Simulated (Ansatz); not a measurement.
Relaxation of CH5Al (7 atoms, charge 0, multiplicity 1), to a largest force component of 0.03 eV/Å in at most 50 steps.

Computed with RKS PBE-D4/cc-pVDZ in Ansatz 0.2.0.

```xyz
7
Properties=species:S:1:pos:R:3
Al 0.429 0.040 -1.635
H 0.538 -0.021 1.123
H 1.250 -0.011 1.000
C -1.471 0.004 -0.921
H -1.704 -0.916 -0.336
H -1.718 0.874 -0.269
H -2.190 0.030 -1.773
```

Task: Where does it end, and by what steps?

Result: It converged. The force dipped under the threshold on the way, but the program's further checks kept it going. After 9 steps the energy has fallen by 0.052 eV; H2 moved furthest, 0.33 Å.

```
step  energy less start (eV)  largest force component (eV/Å)  accepted
   0                  0.0000                           1.864       yes
   1                 -0.0496                           0.091       yes
   2                 -0.0502                           0.097       yes
   3                 -0.0507                           0.055       yes
   4                 -0.0513                           0.006       yes
   5                 -0.0294                           0.743        no
   6                 -0.0502                           0.230        no
   7                 -0.0514                           0.046       yes
   8                 -0.0515                           0.042       yes
   9                 -0.0516                           0.018       yes
```

```xyz
7
Properties=species:S:1:pos:R:3
Al 0.384 0.047 -1.673
H 0.690 -0.033 1.414
H 1.325 -0.013 0.973
C -1.519 0.006 -0.981
H -1.740 -0.910 -0.384
H -1.760 0.880 -0.333
H -2.246 0.022 -1.826
```

Whether the end is a true minimum wasn't checked by a vibrational analysis.

Run time: 12 s on 1 thread of Arm Neoverse V1, with other jobs on the host, peak memory 0.1 GiB.
